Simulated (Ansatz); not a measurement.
# CH₃S (doublet): the correlation ladder, cc-pV(D+d)Z

How much of the correlation energy of CH₃S (doublet) does each wave-function method recover here?

Computed with Ansatz 0.2.0, Gaussian basis. Level: cc-pV(D+d)Z, core rule «outside noble gas», up to 6 orbitals frozen.

Plan: UHF; CCSD(T) on ROHF; CCSD(T) on UHF; BCCD(T) on ROHF; CISD; CCSDT(Q) on ROHF; CCSDT(Q) on UHF; CASSCF and MRCISD+Q, 13 electrons in 11 orbitals; CASSCF and NEVPT2, 13 electrons in 11 orbitals.

14 further runs of the same task are left out: 1 that didn't finish, 13 set aside as unsound or not needed.

**1. The system**

The geometry is an MP2(full)/6-31G* stationary point (not a proven minimum).

5 atoms, charge 0, spin multiplicity 2.

Atoms are counted from 1 here; the program's logs count them from 0.

Bond lengths: C1–S2 1.799 Å, C1–H3 1.095 Å, C1–H4 1.090 Å, C1–H5 1.090 Å. Angles: S2–C1–H3 107.0°, S2–C1–H4 111.6°, S2–C1–H5 111.6°, H3–C1–H4 108.0°, H3–C1–H5 108.0°, H4–C1–H5 110.4°.

**2. UHF**

in.yaml reads:

```yaml
crystal:
  periodic: [false, false, false]
  atoms:
    - {symbol: C, position_ang: [-0.002063, 1.200529, 0.000000]}
    - {symbol: S, position_ang: [-0.002063, -0.598272, 0.000000]}
    - {symbol: H, position_ang: [1.045062, 1.521364, 0.000000]}
    - {symbol: H, position_ang: [-0.477424, 1.602744, 0.895197]}
    - {symbol: H, position_ang: [-0.477424, 1.602744, -0.895197]}
basis:
  gaussian: {orbitals: "cc-pV(D+d)Z.json"}
magnetization: {spin_polarized: true, initial_magnetization: 1}
hamiltonian: {xc: hf}
output: {orbitals: {seedname: orbitals}}
```

Command:

```bash
$ ansatz run in.yaml --threads 1 --pin off --events-out ev --progress --plain --max-ram 2880MiB --backend cpu
```

The runs that follow: CCSD(T) on ROHF; CCSD(T) on UHF; BCCD(T) on ROHF; CISD; CCSDT(Q) on ROHF; CCSDT(Q) on UHF; CASSCF and MRCISD+Q, 13 electrons in 11 orbitals; CASSCF and NEVPT2, 13 electrons in 11 orbitals.

Q: Predict the results of all the runs planned. Wanted: UCCSDT(Q) below the RHF energy; RMP2 from UCCSDT(Q); UMP2 from UCCSDT(Q); RCCSD from UCCSDT(Q); RCCSD(T) from UCCSDT(Q); UCCSD(T) from UCCSDT(Q); RCCSDT(Q) from UCCSDT(Q); NEVPT2 valence from UCCSDT(Q); MRCISD+Q valence from UCCSDT(Q).

As calculated:

| quantity | value |
| --- | --- |
| UCCSDT(Q) below the RHF energy | -8.2830 eV |
| RMP2 from UCCSDT(Q) | +1176.8 meV |
| UMP2 from UCCSDT(Q) | +1194.7 meV |
| RCCSD from UCCSDT(Q) | +239.8 meV |
| RCCSD(T) from UCCSDT(Q) | +33.7 meV |
| UCCSD(T) from UCCSDT(Q) | +33.5 meV |
| RCCSDT(Q) from UCCSDT(Q) | +0.4 meV |
| NEVPT2 valence from UCCSDT(Q) | +1428.6 meV |
| MRCISD+Q valence from UCCSDT(Q) | +27.8 meV |
| levels within 1 kcal/mol (43 meV) | RCCSD(T), UCCSD(T), BCCD(T), RCCSDT, UCCSDT, RCCSDT(Q), MRCISD+Q valence |
| T1 diagnostic | 0.013 |
| effectively unpaired electrons | 1.02 |

RCCSD(T) misses by +33.7 meV, 0.4 % of the correlation energy. One determinant dominates. Of the multireference levels listed MRCISD+Q valence comes nearest in total energy (+27.8 meV), which doesn't show that its space is the better one. These misses are within one basis, not against nature; the frozen cores of restricted and unrestricted runs differ, which can shift their rows.
